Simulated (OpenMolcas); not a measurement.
# Predicting a hybrid from its neighbours: CH7AlSi

CH7AlSi: 10 atoms, total charge 0, spin state singlet. SMILES: `[CH3][AlH][SiH3]`. The shape is that of a PBE0-D4/def2-TZVP optimisation.

The dipole moment y, in D, basis cc-pVDZ; a is the functional's share of exact exchange. Programs: OpenMolcas 26.06.

```
functional     program     a  y (D)
    r2SCAN  OpenMolcas     0   1.16
       PBE  OpenMolcas     0   1.16
     B3LYP  OpenMolcas   0.2   1.12
      PBE0  OpenMolcas  0.25      ?
     BHLYP  OpenMolcas   0.5   1.10
```

Fit y = c + s·a to the known rows and predict PBE0.


1. Means of the 4 rows: a = 0.1750, y = 1.135.
2. Σ(Δa)² = 0.1675, Σ(Δa·Δy) = -0.0205, so the slope is -0.0205/0.1675 = -0.12239.
3. Intercept: 1.135 − (-0.12239) × 0.1750 = 1.156. The largest residual of the fit is 0.012.
4. PBE0: 1.156 + (-0.12239) × 0.25 = 1.13 D.

The run gave 1.14 D, so the prediction is off by -0.01 D, at the rounding of the table.
